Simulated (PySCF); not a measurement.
Predicted microwave data (PBE0-D3(BJ)/def2-SVP geometry optimisation, gas phase in PySCF) for one isomer of C5H10S:

```
Rotational constants : A = 4450, B = 1814, C = 1541 MHz
Dipole components    : |μa| = 0.56 D, |μb| = 0.94 D, |μc| = 0.47 D
Inertial defect      : -64.28 u·Å²
κ                    : -0.81
```

Question: Which structure is it? (One computed conformer of each.)
A. `CC(C)(C)C=S`
B. `[CH3:1][S:2][C@@H:3]1[CH2:4][C@@H:5]1[CH3:6]` with C1–S2–C3–C4 151°
C. `[CH2:1]=[CH:2][S:3][CH2:4][CH2:5][CH3:6]` with C1–C2–S3–C4 3°, C2–S3–C4–C5 78°, S3–C4–C5–C6 65°
D. `[CH3:1][CH2:2]/[CH:3]=[CH:4]\[S:5][CH3:6]` with C1–C2–C3–C4 -129°, C3–C4–S5–C6 153°

Answer: C. It is C=CSCCC, an asymmetric top, point group C1. The candidates at the same level (rigid rotor, commonest isotopes):

```csv
SMILES,A (MHz),B (MHz),C (MHz),μa (D),μb (D),μc (D),Δ (u·Å²),point group,rotor
CC(C)(C)C=S,4452,1788,1770,2.35,0.53,0.00,-110.69,–,–
CS[C@@H]1C[C@@H]1C,4499,2118,1724,0.51,0.86,1.14,-57.75,C1,asymmetric top
C=CSCCC,4450,1814,1541,0.56,0.94,0.47,-64.28,C1,asymmetric top
CC/C=C\SC,7439,1225,1176,0.45,0.75,0.81,-50.69,C1,near-prolate asymmetric top
```

`CC(C)(C)C=S` has C 15 % too high; `CC/C=C\SC` has A 67 % too high; `CS[C@@H]1C[C@@H]1C` has B 17 % too high. No structure here is proved a minimum.
